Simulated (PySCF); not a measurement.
# HO, SMILES `[OH]` (charge 0, multiplicity 2)

All values below come from PySCF with TPSSh-D3(BJ)/def2-TZVP // PBE0-D3(BJ)/def2-TZVP.

```yaml
highest_occupied_spin_orbital: -8.09 eV
dipole_moment: 1.74 D
total_energy: -75.7654 Ha
cost: about 7 core-seconds (a rough figure)
```

```xyz
2

O      0.4865     0.0000     0.0000
H     -0.4865     0.0000     0.0000
```
Charge 0, spin multiplicity 2.
